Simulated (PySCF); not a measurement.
This PySCF input asks for the NMR shieldings of `C1C[NH2+]C1`, [C3H8N]+; the geometry comes from PBE0-D3(BJ)/def2-SVP.

```python
import basis_set_exchange as bse
import numpy as np
from pyscf import gto, dft
from pyscf.prop import nmr

atoms = """
C     0.321943    0.843101   -0.643578
C     1.041710   -0.264779    0.137359
N    -0.286375   -0.742641    0.698244
C    -1.013306    0.202796   -0.241768
H     0.473781    1.847539   -0.227875
H     0.527900    0.871802   -1.720341
H     1.489710   -1.058102   -0.474209
H     1.739039    0.026742    0.932396
H    -0.493762   -1.741968    0.587829
H    -0.418446   -0.516333    1.690318
H    -1.516650   -0.373482   -1.028296
H    -1.747663    0.821225    0.288851
"""
names = dict.fromkeys(["C", "N", "H"], "pcSseg-2")
basis = {el: gto.basis.parse(bse.get_basis(n, elements=[el], fmt="nwchem")) for el, n in names.items()}
mol = gto.M(atom=atoms, basis=basis, charge=1, verbose=0)
mf = dft.RKS(mol, xc="GGA_XC_KT3")
mf.grids.level = 2
mf.grids.alignment = dft.numint.BLKSIZE   # the property module wants whole blocks of grid points
mf.conv_tol = 1e-9
mf.kernel()

calc = nmr.RKS(mf)   # GIAO
sigma = calc.kernel()   # uncoupled for a functional without exact exchange
for i, s in enumerate(sigma):   # ppm
    print("%2d %-2s %9.2f" % (i, mol.atom_pure_symbol(i), np.trace(s) / 3))
```

**Question.** What does it print?

**Answer.** 
```
 0 C     158.45
 1 C     123.91
 2 N     200.34
 3 C     123.99
 4 H      27.99
 5 H      28.37
 6 H      26.39
 7 H      26.73
 8 H      26.48
 9 H      26.24
10 H      26.39
11 H      26.73
```

These numbers come from an equivalent density-fitted implementation of the same equations, which agrees with the script to about 0.01 ppm for H and up to a few tenths of a ppm for heavy atoms, so last digits may differ.

**Question.** Turn these shieldings into chemical shifts. Referencing at the same level of theory: TMS for $^{13}$C (σ = 181.31 ppm) and $^{1}$H (σ = 31.35 ppm); $^{15}$N (σ = 258.71 ppm) against NH3.

**Answer.** Averaging equivalent atoms: C 1/3: 57.4; C 0: 22.9; N 2: 58.4; H 8/9: 5.00; H 6/7/10/11: 4.79; H 4/5: 3.17 ppm. Experimental scales use liquid or dissolved standards, which lie at an offset from isolated NH3 (liquid NH3: subtract about 20 ppm).

Size and cost of the density-fitted run: 256 basis functions, 35 s wall time on 1 thread of an Arm Neoverse V1, shared host; peak memory 0.71 GiB.
